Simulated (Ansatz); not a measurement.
Relaxed structures of SiHSO, doublet (PBE0-D4/def2-TZVP; forces vanish, vibrations not checked; lower isomers may exist, and structures with a doubtful reference or unclear bonds are left out; Å). Ansatz 0.2.0; basis: def2-TZVPP; cores frozen in the correlated methods; orbitals are unrestricted.

Question: Rank them by CCSD(T) energy, lowest first, and give each one's height above the lowest. Links in brackets join atoms within 1.22 times the sum of their covalent radii (1.1 for two metals). (An estimate is asked for; the value comes from the calculation.)
A.
SiHSO ([O][SiH][S])
```
4
angstrom
O -1.2054 -0.2362 1.0989
Si -0.1817 0.0416 0.0123
S 1.7993 -0.5530 0.1588
H -0.4123 0.7476 -1.2700
```
B.
SiHSO ([O][Si][SH])
```
4
angstrom
O -1.2312 -0.2795 0.7308
Si 0.1848 0.2587 0.5680
S 1.8468 -1.0363 0.2419
H 2.7169 -0.0120 0.1901
```
C.
SiHSO ([OH][Si][S])
```
4
angstrom
O -1.4864 -0.1842 0.9248
Si -0.1475 0.1424 0.0538
S 1.6282 -0.6500 0.2753
H -1.4033 -0.8375 1.6288
```

Answer: By the calculation: C (0.00 kcal/mol), B (16.16 kcal/mol), A (23.00 kcal/mol). Heights count from the lowest.

T1 diagnostic: at most 0.026. ⟨S²⟩ of the unrestricted Hartree–Fock references: 0.76 to 0.77 (a pure state has 0.75).

For scale, one of the runs: CCSD(T)/def2-TZVPP, 129 basis functions, launched by `ansatz run in.yaml --threads 2 --pin off --events-out ev --progress --plain --max-ram 4352MiB`. The run took 31 s on 2 CPU threads of an Arm Neoverse V2 (shared host), with 1.2 GiB of host memory at its peak.
